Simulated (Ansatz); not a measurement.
**CH5 (doublet): from Hartree-Fock to the top rungs at distance C1–H5 along a hydrogen transfer = 1.301 Å, cc-pVDZ**

How much of the correlation energy of CH5 (doublet) does each wave-function method recover here?

The runs use Ansatz 0.2.0, Gaussian basis; cc-pVDZ, core rule «outside noble gas», up to 1 orbitals frozen.

To be run: UHF; CCSD(T) on ROHF; CCSD(T) on UHF; BCCD(T) on ROHF; CISD; CCSDT(Q) on ROHF; CCSDT(Q) on UHF; CASSCF and MRCISD+Q, 3 electrons in 3 orbitals; CASSCF and NEVPT2, 3 electrons in 3 orbitals; CASSCF and MRCISD+Q, 9 electrons in 9 orbitals; CASSCF and NEVPT2, 9 electrons in 9 orbitals.

5 further runs of the same task are left out: 3 that didn't finish, 2 set aside as unsound or not needed.

## 1. The geometry

The geometry derives from fragments relaxed apart (PBE0/def2-TZVP) and kept rigid, so it is no stationary point. A hydrogen atom is moved between rigid fragments.

6 atoms, charge 0, spin multiplicity 2.

Atoms are counted from 1 here; the program's logs count them from 0.

Bond lengths: C1–H2 1.090 Å, C1–H3 1.090 Å, C1–H4 1.090 Å, C1–H5 1.301 Å. Angles: H2–C1–H3 109.5°, H2–C1–H4 109.5°, H2–C1–H5 109.5°, H3–C1–H4 109.5°, H3–C1–H5 109.5°, H4–C1–H5 109.5°.

## 2. UHF

in.yaml reads:

```yaml
crystal:
  periodic: [false, false, false]
  atoms:
    - {symbol: C, position_ang: [-0.150176, 0.000000, 0.000000]}
    - {symbol: H, position_ang: [-0.513381, 1.027301, 0.000000]}
    - {symbol: H, position_ang: [-0.513381, -0.513650, 0.889668]}
    - {symbol: H, position_ang: [-0.513381, -0.513650, -0.889669]}
    - {symbol: H, position_ang: [1.150824, 0.000000, 0.000000]}
    - {symbol: H, position_ang: [2.178824, 0.000000, 0.000000]}
basis:
  gaussian: {orbitals: cc-pVDZ}
magnetization: {spin_polarized: true, initial_magnetization: 1}
hamiltonian: {xc: hf}
output: {orbitals: {seedname: orbitals}}
```

Started as:

```
> ansatz run in.yaml --threads 1 --pin off --events-out ev --progress --plain --max-ram 2393MiB
```

The runs that follow: CCSD(T) on ROHF; CCSD(T) on UHF; BCCD(T) on ROHF; CISD; CCSDT(Q) on ROHF; CCSDT(Q) on UHF; CASSCF and MRCISD+Q, 3 electrons in 3 orbitals; CASSCF and NEVPT2, 3 electrons in 3 orbitals; CASSCF and MRCISD+Q, 9 electrons in 9 orbitals; CASSCF and NEVPT2, 9 electrons in 9 orbitals.

Q: Predict the results of all the runs planned. Wanted: UCCSDT(Q) below the RHF energy; RMP2 from UCCSDT(Q); UMP2 from UCCSDT(Q); RCCSD from UCCSDT(Q); RCCSD(T) from UCCSDT(Q); UCCSD(T) from UCCSDT(Q); RCCSDT(Q) from UCCSDT(Q); NEVPT2 pair from UCCSDT(Q); NEVPT2 valence from UCCSDT(Q).

The runs gave:

| quantity | value |
| --- | --- |
| UCCSDT(Q) below the RHF energy | -5.7366 eV |
| RMP2 from UCCSDT(Q) | +20.25 kcal/mol |
| UMP2 from UCCSDT(Q) | +21.16 kcal/mol |
| RCCSD from UCCSDT(Q) | +3.36 kcal/mol |
| RCCSD(T) from UCCSDT(Q) | +0.45 kcal/mol |
| UCCSD(T) from UCCSDT(Q) | +0.47 kcal/mol |
| RCCSDT(Q) from UCCSDT(Q) | 0.00 kcal/mol |
| NEVPT2 pair from UCCSDT(Q) | +18.97 kcal/mol |
| NEVPT2 valence from UCCSDT(Q) | +18.41 kcal/mol |
| MRCISD+Q valence from UCCSDT(Q) | +0.12 kcal/mol |
| levels within 1 kcal/mol (43 meV) | RCCSD(T), UCCSD(T), BCCD(T), RCCSDT, UCCSDT, RCCSDT(Q), MRCISD+Q valence |
| T1 diagnostic | 0.023 |
| effectively unpaired electrons | 1.02 |

RCCSD(T) lands +0.45 kcal/mol from the yardstick (0.3 % of the correlation energy). One determinant dominates. Of the multireference levels listed MRCISD+Q valence comes nearest in total energy (+0.12 kcal/mol), which doesn't show that its space is the better one. These misses are within one basis, not against nature; the frozen cores of restricted and unrestricted runs differ, which can shift their rows.
